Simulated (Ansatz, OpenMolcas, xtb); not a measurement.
**CH4Si (SMILES C[SiH]): the vertical energy of the triplet above the singlet, rung by rung**

CH4Si: 6 atoms, total charge 0, spin state singlet. As SMILES, `C[SiH]`. Geometry: relaxed at PBE0-D4/def2-TZVP.

Quantity: the vertical energy of the triplet above the singlet, in eV. The values are calculated.

```tsv
level	kind	program	value (eV)	less CCSD(T)/def2-TZVP	CPU time (all runs)
GFN0-xTB	semi-empirical	xtb	1.41	+0.10	under 2 s
HF/def2-TZVP	Hartree–Fock	OpenMolcas	0.64	-0.67	24 s
SVWN5/def2-TZVP	LDA	OpenMolcas	1.28	-0.03	55 s
revPBE/def2-TZVP	GGA	OpenMolcas	1.11	-0.20	83 s
M06-L/def2-TZVP	meta-GGA	OpenMolcas	1.27	-0.04	1.7 min
r2SCAN/def2-TZVP	meta-GGA	OpenMolcas	0.94	-0.37	1.7 min
M06-2X/def2-TZVP	hybrid meta-GGA	OpenMolcas	1.27	-0.04	1.7 min
CCSD(T)/def2-TZVP, open shells restricted	coupled cluster or CI	OpenMolcas	1.31	0.00	65 s
FCI/STO-3G	exact in the basis	Ansatz	1.59	+0.28	7.3 s
```

Differences are taken from CCSD(T)/def2-TZVP, open shells restricted for orientation; it has basis-set and higher-order errors of its own. The values span 0.64 to 1.59 eV. The xTB rows lack spin polarisation, so open shells miss the exchange term that lowers them. High-level rows in very small sets aren't better than simpler rows in larger ones. Times are those of the runs behind each value, whatever else they computed, on shared processors of several kinds: orders of magnitude only.
